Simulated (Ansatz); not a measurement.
# P₂H₂ (triplet): from Hartree-Fock to the top rungs, cc-pVTZ

The task here is to estimate one member of a computed series from the others.

Computed with Ansatz 0.2.0, Gaussian basis. Level: cc-pVTZ, core rule «outside noble gas», up to 10 orbitals frozen.

To be run: UHF; CCSD(T) on ROHF; CCSD(T) on UHF; BCCD(T) on ROHF; CCSDT(Q) on ROHF; CCSDT(Q) on UHF; CASSCF and MRCISD+Q, 12 electrons in 10 orbitals; CASSCF and NEVPT2, 12 electrons in 10 orbitals.

6 further runs of the same task are left out: 6 set aside as unsound or not needed.

## The geometry

The geometry is a PBE0/def2-TZVP stationary point (not a proven minimum).

4 atoms, charge 0, spin multiplicity 3.

Atoms are counted from 1 here; the program's logs count them from 0.

Bond lengths: P1–P2 2.159 Å, P1–H3 1.428 Å, P2–H4 1.428 Å. Angles: P2–P1–H3 95.2°, P1–P2–H4 95.2°.

Set-up of the first run:

in.yaml

```yaml
crystal:
  periodic: [false, false, false]
  atoms:
    - {symbol: P, position_ang: [-0.031349, -0.073548, 1.077042]}
    - {symbol: P, position_ang: [-0.031350, 0.073548, -1.077042]}
    - {symbol: H, position_ang: [0.963360, 0.931093, 1.276164]}
    - {symbol: H, position_ang: [0.963376, -0.931077, -1.276164]}
basis:
  gaussian: {orbitals: cc-pVTZ}
magnetization: {spin_polarized: true, initial_magnetization: 2}
hamiltonian: {xc: hf}
output: {orbitals: {seedname: orbitals}}
```

Launch:

```
$ ansatz run in.yaml --threads 1 --pin off --events-out ev --progress --plain --max-ram 4096MiB --backend cpu
```

Among the steps run: UHF; CCSD(T) on ROHF; CCSD(T) on UHF; BCCD(T) on ROHF; CCSDT(Q) on ROHF; CCSDT(Q) on UHF; CASSCF and MRCISD+Q, 12 electrons in 10 orbitals; CASSCF and NEVPT2, 12 electrons in 10 orbitals.

One of the session's tables, all rows but one given; the rest of the session is left out.

```
          method  from UCCSDT(Q) (kcal/mol)
            ROHF                    +203.31
             UHF                    +197.00
            RMP2                     +34.70
            UMP2                     +36.46
           RCCSD                     +10.49
           UCCSD                     +10.28
        RCCSD(T)                      +1.57
        UCCSD(T)                      +1.62
         BCCD(T)                      +1.55
          RCCSDT                      +0.53
          UCCSDT                      +0.49
       RCCSDT(Q)                      +0.06
       UCCSDT(Q)                          0
  CASSCF valence                          ?
  NEVPT2 valence                     +37.70
  MRCISD valence                     +20.06
MRCISD+Q valence                      +3.26
```

Estimate the missing values for CASSCF valence.

**Answer.** from UCCSDT(Q) (kcal/mol): +167.60. In the column «from UCCSDT(Q) (kcal/mol)» it lies between NEVPT2 valence (+37.70) and UHF (+197.00).

Among the levels timed on like hardware and quicker than the yardstick, those that no quicker one beats, quickest first: RCCSD(T) (3.7 s, +1.57 kcal/mol); BCCD(T) (9.5 s, +1.55 kcal/mol).

With the free atoms at the same levels and basis (separate runs), the atomisation energy is 8.138 eV at UCCSDT(Q), 8.121 eV at RCCSD(T), 8.115 eV at UCCSD(T), 5.086 eV at ROHF.

To keep in mind: Of the multireference levels listed MRCISD+Q valence comes nearest in total energy (+3.26 kcal/mol), which doesn't show that its space is the better one. Restricted and unrestricted rows rest on different reference determinants; where their highest levels disagree by more than a few hundredths of an eV, they describe different states and don't form one ladder.
